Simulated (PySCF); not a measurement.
# Running PySCF for SO⁻

File input.py (PySCF 2.14):

```python
from pyscf import gto, scf, cc

mol = gto.M(
    atom='S 0 0 0; O 0 0 1.685',
    basis='6-31g',
    charge=-1,
    spin=1,
    verbose=4,
)
mf = scf.UHF(mol)
mf = mf.density_fit(auxbasis='def2-universal-jkfit')
mf.kernel()
mycc = cc.CCSD(mf, frozen=6)
mycc.kernel()
e = mycc.eaccsd(nroots=6)[0]
print('roots (eV) =', (e*27.211386).round(3))
mf.dip_moment()
print('orbital energies (hartree):', [e[max(0, n-3):n+3].round(4) for e, n in zip(mf.mo_energy, mol.nelec)])
```

```bash
$ OMP_NUM_THREADS=1 python input.py
```

It prints (some set-up lines and the per-cycle HOMO/LUMO lines with their warnings removed):

```
PySCF version 2.14.0

[INPUT] Symbol           X                Y                Z      unit          X                Y                Z       unit  Magmom
[INPUT]  1 S      0.000000000000   0.000000000000   0.000000000000 AA    0.000000000000   0.000000000000   0.000000000000 Bohr   0.0
[INPUT]  2 O      0.000000000000   0.000000000000   1.685000000000 AA    0.000000000000   0.000000000000   3.184188519892 Bohr   0.0

nuclear repulsion = 40.1986249244867
number of shells = 12
number of NR pGTOs = 68
number of NR cGTOs = 22
basis = 6-31g
ecp = {}

******** <class 'pyscf.df.df_jk.DFUHF'> ********
method = DFUHF
initial guess = minao
damping factor = 0
level_shift factor = 0
DIIS = <class 'pyscf.scf.diis.CDIIS'>
SCF conv_tol = 1e-09
SCF max_cycles = 50
number electrons alpha = 13  beta = 12
******** <class 'pyscf.df.df.DF'> ********
auxbasis = def2-universal-jkfit
init E= -471.981557412592

cycle= 1 E= -472.183976339706  delta_E= -0.202  |g|= 0.388  |ddm|= 1.25
cycle= 2 E= -472.209329109282  delta_E= -0.0254  |g|= 0.369  |ddm|= 0.555
cycle= 3 E= -472.262016322525  delta_E= -0.0527  |g|= 0.0442  |ddm|= 0.263
cycle= 4 E= -472.265790568398  delta_E= -0.00377  |g|= 0.033  |ddm|= 0.0828
cycle= 5 E= -472.268648495885  delta_E= -0.00286  |g|= 0.0276  |ddm|= 0.0678
cycle= 6 E= -472.272355585102  delta_E= -0.00371  |g|= 0.0264  |ddm|= 0.0887
cycle= 7 E= -472.280830988637  delta_E= -0.00848  |g|= 0.0139  |ddm|= 0.275
cycle= 8 E= -472.280128572037  delta_E= 0.000702  |g|= 0.0235  |ddm|= 0.0467
cycle= 9 E= -472.281103694972  delta_E= -0.000975  |g|= 0.0174  |ddm|= 0.182
cycle= 10 E= -472.281547372806  delta_E= -0.000444  |g|= 0.00404  |ddm|= 0.0813
cycle= 11 E= -472.281585301215  delta_E= -3.79e-05  |g|= 0.00169  |ddm|= 0.0301
cycle= 12 E= -472.281595762024  delta_E= -1.05e-05  |g|= 0.000269  |ddm|= 0.0102
cycle= 13 E= -472.281595933795  delta_E= -1.72e-07  |g|= 0.000241  |ddm|= 0.00231
cycle= 14 E= -472.281596051543  delta_E= -1.18e-07  |g|= 7.04e-05  |ddm|= 0.000777
cycle= 15 E= -472.281596059518  delta_E= -7.98e-09  |g|= 4.26e-05  |ddm|= 0.000517
cycle= 16 E= -472.281596063553  delta_E= -4.03e-09  |g|= 1.62e-06  |ddm|= 0.000192
cycle= 17 E= -472.281596063556  delta_E= -3.64e-12  |g|= 7.54e-07  |ddm|= 5.81e-06
Extra cycle  E= -472.281596063557  delta_E= -7.96e-13  |g|= 4.34e-07  |ddm|= 1.2e-06
converged SCF energy = -472.281596063557  <S^2> = 0.76502838  2S+1 = 2.0149723

******** <class 'pyscf.cc.dfuccsd.UCCSD'> ********
CC2 = 0
CCSD nocc = (np.int64(7), np.int64(6)), nmo = (16, 16)
frozen orbitals 6
max_cycle = 50
direct = 0
conv_tol = 1e-07
conv_tol_normt = 1e-06
Init t2, MP2 energy = -0.146366672773287
Init E_corr(UCCSD) = -0.146366672773496
cycle = 1  E_corr(UCCSD) = -0.151528573323487  dE = -0.00516190055  norm(t1,t2) = 0.0933266
cycle = 2  E_corr(UCCSD) = -0.158858609073331  dE = -0.00733003575  norm(t1,t2) = 0.0474681
cycle = 3  E_corr(UCCSD) = -0.163850571989982  dE = -0.00499196292  norm(t1,t2) = 0.0403184
cycle = 4  E_corr(UCCSD) = -0.169388454932398  dE = -0.00553788294  norm(t1,t2) = 0.0216544
cycle = 5  E_corr(UCCSD) = -0.168873849857804  dE = 0.000514605075  norm(t1,t2) = 0.0073212
cycle = 6  E_corr(UCCSD) = -0.16917812527705  dE = -0.000304275419  norm(t1,t2) = 0.00159536
cycle = 7  E_corr(UCCSD) = -0.169070179627523  dE = 0.00010794565  norm(t1,t2) = 0.000673693
cycle = 8  E_corr(UCCSD) = -0.169102144055126  dE = -3.19644276e-05  norm(t1,t2) = 0.000316437
cycle = 9  E_corr(UCCSD) = -0.169088873352559  dE = 1.32707026e-05  norm(t1,t2) = 0.000120787
cycle = 10  E_corr(UCCSD) = -0.169088709978127  dE = 1.63374432e-07  norm(t1,t2) = 4.23444e-05
cycle = 11  E_corr(UCCSD) = -0.169087806538138  dE = 9.03439989e-07  norm(t1,t2) = 1.47091e-05
cycle = 12  E_corr(UCCSD) = -0.169087978089252  dE = -1.71551114e-07  norm(t1,t2) = 5.34273e-06
cycle = 13  E_corr(UCCSD) = -0.169088091942122  dE = -1.1385287e-07  norm(t1,t2) = 2.15939e-06
cycle = 14  E_corr(UCCSD) = -0.169088072956783  dE = 1.89853386e-08  norm(t1,t2) = 7.12865e-07
UCCSD converged
E(UCCSD) = -472.4506841365139  E_corr = -0.1690880729567832

******** <class 'pyscf.cc.eom_uccsd.EOMEA'> ********
max_space = 20
max_cycle = 50
conv_tol = 1e-07
partition = None
EOM-CCSD root 0 E = 0.2862278732439333  qpwt = 0.939028  conv = True
EOM-CCSD root 1 E = 0.4017192719325415  qpwt = 0.933869  conv = True
EOM-CCSD root 2 E = 0.4715985316370614  qpwt = 6.28117e-20  conv = True
EOM-CCSD root 3 E = 0.476290694319895  qpwt = 3.38677e-14  conv = True
EOM-CCSD root 4 E = 0.4872061765552732  qpwt = 0.0328731  conv = True
EOM-CCSD root 5 E = 0.5056678332782414  qpwt = 4.70025e-13  conv = True
roots (eV) = [ 7.789 10.931 12.833 12.961 13.258 13.76 ]

WARN: System has nonzero charge -1; the dipole moment is origin-dependent.
Location of origin: [0. 0. 0.]

Dipole moment(X, Y, Z, Debye):  0.00000, -0.00000, -2.85409
orbital energies (hartree): [array([-0.2873, -0.0989, -0.0791,  0.3995,  0.6908,  0.7743]), array([-0.2435, -0.1219, -0.0667,  0.3716,  0.4197,  0.6939])]
```

In short: E(SCF) = -472.281596 Eh, E(CCSD) − E(SCF) = -0.16909 Eh, ⟨S²⟩ = 0.765, attachment roots 7.789, 10.931, 12.833, 12.961, 13.258, 13.760 eV.

It ran on Arm Neoverse N1 (1 thread, shared host) in 9 s.

The basis has no diffuse functions, which an anion needs. The bond length is a typed value, not an optimised one. Positive EA roots mean that the added electron is unbound. The dipole of an ion depends on the origin. No search for the lowest solution was made.
